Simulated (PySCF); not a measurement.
Compound: cyclopentanol, C5H10O.
Atom-mapped SMILES: `[OH:1][CH:2]1[CH2:3][CH2:4][CH2:5][CH2:6]1` (hydrogens: H7 on O1; H8 on C2; H9, H10 on C3; H11, H12 on C4; H13, H14 on C5; H15, H16 on C6)

Structure optimised with GFN2-xTB, isolated species.

(1) What internal coordinates does the optimisation give?

## Answers

(1) 
| bond | length (Å) |
| --- | --- |
| O1–C2 | 1.413 |
| C2–C3, C2–C6 | 1.541 |
| C3–C4, C5–C6 | 1.528 |
| C4–C5 | 1.525 |
| O1–H7 | 0.963 |
| C2–H8 | 1.101 |
| C3–H9, C6–H16 | 1.090 |
| C3–H10, C6–H15 | 1.090 |
| C4–H11, C5–H14 | 1.090 |
| C4–H12, C5–H13 | 1.089 |

Bonds in one row agree within 0.01 Å and their mean is given. A selection of angles:
| angle | degrees |
| --- | --- |
| C2–O1–H7 | 109.1 |
| O1–C2–C3 | 112.8 |
| O1–C2–C6 | 107.6 |
| O1–C2–H8 | 109.0 |
| C3–C2–C6 | 105.5 |
| C3–C2–H8 | 110.5 |
| C6–C2–H8 | 111.5 |
| C2–C3–C4 | 104.5 |
| C2–C3–H9 | 111.5 |
| C2–C3–H10 | 109.6 |
| C4–C3–H9 | 112.7 |
| C4–C3–H10 | 109.9 |
| H9–C3–H10 | 108.5 |
| C3–C4–C5 | 102.6 |
| C3–C4–H11 | 112.7 |
| C3–C4–H12 | 109.8 |
| C5–C4–H11 | 113.0 |
| C5–C4–H12 | 109.8 |
| H11–C4–H12 | 108.9 |
| C4–C5–H13 | 112.8 |
| C4–C5–H14 | 109.7 |
| C6–C5–H13 | 112.2 |
| C6–C5–H14 | 110.2 |
| H13–C5–H14 | 108.4 |
| C5–C6–H15 | 112.5 |
| C5–C6–H16 | 110.6 |
| C2–C6–H15 | 112.0 |
| C2–C6–H16 | 107.0 |
| H15–C6–H16 | 108.4 |

Dihedral angles: O1–C2–C3–C4 -96° (anticlinal); C2–C3–C4–C5 -39° (synclinal); C3–C4–C5–C6 41° (synclinal); C4–C5–C6–C2 -28° (synperiplanar); O1–C2–C6–C5 125° (anticlinal); H7–O1–C2–C3 -61° (synclinal). The mirror-image conformer, all signs reversed, is as good.

The 5-membered ring C2–C3–C4–C5–C6 has internal angles of 102.6° to 106.2°; it is puckered, 0.18 Å rms from its mean plane, widest ring torsion 41°. Of the pairs four or more bonds apart, H7···H9 is among the closest relative to their van der Waals radii: 2.39 Å, 100 % of the sum of Bondi's values.

Point group: C1 (no symmetry element, even within 0.4 Å). Not checked by GFN2-xTB frequencies. The numbers are those of one conformer (H–O1–C2–C3 -61°, O1–C2–C3–C4 -96°, C2–C3–C4–C5 -39°, C3–C4–C5–C6 41°, C4–C5–C6–C2 -28°).

The numbers are calculated, not measured.
